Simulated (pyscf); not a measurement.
**Elimination: HO–W(F)(F)(F)(F)–F → O=W(F)(F)(F)–F + hydrogen fluoride (HF)**

Gas phase, singlet surface, charge 0. Bonds broken: O1–H8, W2–F3. Bonds formed: F3–H8. Optimised with ωB97X-D3(BJ)/def2-SVP in PySCF.

Transition state (Å):

```xyz
8

O      0.9029     0.7647     0.2878
W     -0.2139    -0.4940    -0.2466
F     -0.5468     0.0878     1.7658
F     -1.4918     0.6609    -0.9222
F      0.2642    -0.8329    -1.9805
F      0.8609    -1.9217     0.2320
F     -1.6364    -1.5468     0.2948
H      0.3573     0.7405     1.3691
```

One imaginary mode, 1279i cm⁻¹; descent along it reached the two sides named.

| bond | change | reactant side (Å) | saddle | product side |
|---|---|---|---|---|
| O1–H8 | breaks | 0.961 | 1.211 | 2.287 |
| W2–F3 | breaks | 1.851 | 2.121 | 3.1 |
| F3–H8 | forms | 3.4 | 1.184 | 0.927 |

Electronic energies relative to the reactant's lowest minimum found (kcal/mol):

```json
[
 {"level": "ωB97X-D3(BJ)/def2-TZVP", "barrier": "27.3", "reaction energy": "+12.0", "reverse barrier": "15.3"},
 {"level": "PBE/def2-TZVP", "barrier": "22.5", "reaction energy": "+11.4", "reverse barrier": "11.1"},
 {"level": "r²SCAN/def2-TZVP", "barrier": "25.4", "reaction energy": "+15.8", "reverse barrier": "9.6"},
 {"level": "B3LYP-D3(BJ)/def2-TZVP", "barrier": "27.0", "reaction energy": "+12.1", "reverse barrier": "14.9"},
 {"level": "PBE0-D3(BJ)/def2-TZVP", "barrier": "25.6", "reaction energy": "+11.9", "reverse barrier": "13.7"},
 {"level": "M06-2X/def2-TZVP", "barrier": "26.0", "reaction energy": "+9.4", "reverse barrier": "16.5"},
 {"level": "ωB97M-D3(BJ)/def2-TZVP", "barrier": "27.0", "reaction energy": "+10.6", "reverse barrier": "16.3"},
 {"level": "HF/def2-TZVP", "barrier": "39.4", "reaction energy": "+9.1", "reverse barrier": "30.3"}
]
```

With ωB97M-D3(BJ)/def2-TZVP energies and thermal terms (ideal gas, 1 atm, RRHO with modes under 100 cm⁻¹ raised to 100, one conformer, R ln 2 for rigid chiral ones), in kcal/mol:

| T (K) | ΔH‡ | ΔG‡ | ΔH | ΔG |
|---|---|---|---|---|
| 298 | 24.7 | 25.1 | +9.5 | -0.1 |
| 600 | 23.7 | 25.9 | +8.9 | -9.5 |
| 900 | 23.1 | 27.2 | +8.0 | -18.5 |
| 1200 | 22.6 | 28.6 | +7.2 | -27.3 |

This is the saddle that the search found; another between the same sides may lie lower. Elements past Kr carry the def2 core potentials, without spin-orbit coupling.
